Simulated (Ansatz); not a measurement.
We consider bcc Na, described by r²SCAN-D4 (PAW; Ansatz, a first-principles code).

Run with plane-wave cutoff 560 eV, 18×18×18 k mesh, Fermi–Dirac smearing 0.05 eV, scalar-relativistic PAW data made under PBE.

Cell (relaxed at this level):

```
CELL_PARAMETERS angstrom
     -2.10985     2.10985     2.10985
      2.10985    -2.10985     2.10985
      2.10985     2.10985    -2.10985
ATOMIC_POSITIONS crystal
  Na 0.00000 0.00000 0.00000
```

Task: Give the computed bulk modulus B0 and pressure derivative B′ of the bulk modulus.

Result: 
bulk modulus B0: 7.69 GPa
pressure derivative B′ of the bulk modulus: 3.6

The run finds no gap.

Measured, for comparison: bulk modulus 7.9 GPa (0 K value with the zero-point phonon effect removed, our sources range from 7.63 to 7.91; as tabulated in Mejia-Rodriguez and Trickey (2018), arXiv:1807.09216). Computed (rounded) less measured: bulk modulus -3 % (inside the range of the sources held).

The computed numbers hold no vibrational or temperature effects.
